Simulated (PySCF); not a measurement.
Calculated NMR parameters of 2-cyclobutene-1-one

| Quantity | Value |
| --- | --- |
| Formula | C4H4O |
| SMILES | O=C1C=CC1 |
| InChI | InChI=1S/C4H4O/c5-4-2-1-3-4/h1-2H,3H2 |
| Point group of the computed structure | Cs |
| Degrees of unsaturation | 3 |
| Carbon signals | 4 |
| Proton signals | 3 |

Molfile (atoms numbered from 1):
```
C4H4O
     RDKit          3D

  9  9  0  0  0  0  0  0  0  0999 V2000
    1.9715    0.9205   -0.5939 O   0  0  0  0  0  0  0  0  0  0  0  0
    0.9014    0.4990   -0.2704 C   0  0  0  0  0  0  0  0  0  0  0  0
   -0.4261    1.0747    0.0927 C   0  0  0  0  0  0  0  0  0  0  0  0
   -0.9432   -0.1597    0.2722 C   0  0  0  0  0  0  0  0  0  0  0  0
    0.3201   -0.9284   -0.0611 C   0  0  0  0  0  0  0  0  0  0  0  0
   -0.8250    2.0874    0.1777 H   0  0  0  0  0  0  0  0  0  0  0  0
   -1.9391   -0.5046    0.5606 H   0  0  0  0  0  0  0  0  0  0  0  0
    0.2933   -1.5584   -0.9656 H   0  0  0  0  0  0  0  0  0  0  0  0
    0.7799   -1.5000    0.7622 H   0  0  0  0  0  0  0  0  0  0  0  0
  1  2  2  0
  2  3  1  0
  3  4  2  0
  4  5  1  0
  5  2  1  0
  3  6  1  0
  4  7  1  0
  5  8  1  0
  5  9  1  0
M  END
```

- shieldings: GIAO KT2/pcSseg-2
- PBE0-D3(BJ)/def2-SVP geometry
- J couplings at B3LYP/pcJ-1
- program: PySCF
- non-relativistic Hamiltonian, one computed conformer, averaged over atoms made equivalent by symmetry, fast rotation or ring inversion, no solvent

References, each an isolated molecule treated in the same way: TMS for 1H (σref 31.18) and 13C (σref 182.28); 17O (σref 324.36) vs H2O.

| carbon | δC, type | δH (multiplicity, J in Hz) | HMBC from (abs. J ≥ 3 Hz) | span of the C tensor (ppm) |
| --- | --- | --- | --- | --- |
| C2 | 183.7, C | – | H7, H6, H8/H9 | 153 |
| C3 | 140.9, CH | 6.17 (dt, 3.2, 1.6) | H7, H8/H9 | 154 |
| C4 | 165.3, CH | 8.36 (dt, 3.2, 1.5) | H8/H9 | 275 |
| C5 | 53.4, CH2 | 3.31 (t, 1.5) | H7, H6 | 59 |

Other nuclei:
```
atoms  nucleus    environment  δ (ppm)  σ (ppm)
   O1      17O  ketone oxygen    559.0   -234.6
```

Selected couplings (Hz, signed; the shortest-range and largest first, 30 at most; isotopes 13C, 1H): 1J(C3,H6) 185.2, 1J(C4,H7) 182.8, 1J(C5,H8) 147.6, 1J(C3,C4) 64.4, 1J(C2,C3) 42.9, 1J(C4,C5) 37.5, 1J(C2,C5) 32.4, 2J(C3,C5) 18.1, 2J(C2,C4) -10.9, 3J(H6,H7) 3.2, 3J(H7,H8) 1.5, 4J(H6,H8) -1.6.

1. Carbon types of the structure: 1 × C, 2 × CH, 1 × CH2, which accounts for all hydrogens.
2. δC 183.7: ketone carbonyl carbon; the double bond to the heteroatom, with no lone-pair donor beside it, deshields it most.
3. δC 165.3: β carbon of a C=C–C=O unit; conjugation with the carbonyl draws π density from the β position.
4. δC 140.9: α carbon of a C=C–C=O unit; as expected for a trigonal carbon in a double bond.
5. δC 53.4: sp3 CH2 α to a carbonyl; the adjacent C=O deshields it moderately.
6. δH 6.17: hydrogen on an α carbon of a C=C–C=O unit; a vinylic proton, deshielded by the sp2 carbon and the C=C anisotropy.
7. The protons at 6.17 and 8.36 share a coupling of 3.2 Hz (vicinal, cis across C=C).

Splittings below 1 Hz are ignored in the labels, and close J values are merged. Unscaled 3J(H,H) at this level run about 10 % above measured values. Shifts are as computed. Against solution values, carbons near 30 ppm lie about +3 ppm off and those near 130 ppm about -1 ppm. Of 1211 compounds with measured shifts, 218 miss one by over three times the rms of a fit or turn the order of signals round; such compounds aren't used in these exercises. Unscaled 17O shifts of doubly bonded oxygen tend to come out too high, by tens of ppm or more. Experimental scales use liquid or dissolved standards, which lie at an offset from isolated H2O (liquid H2O: subtract about 36 ppm).
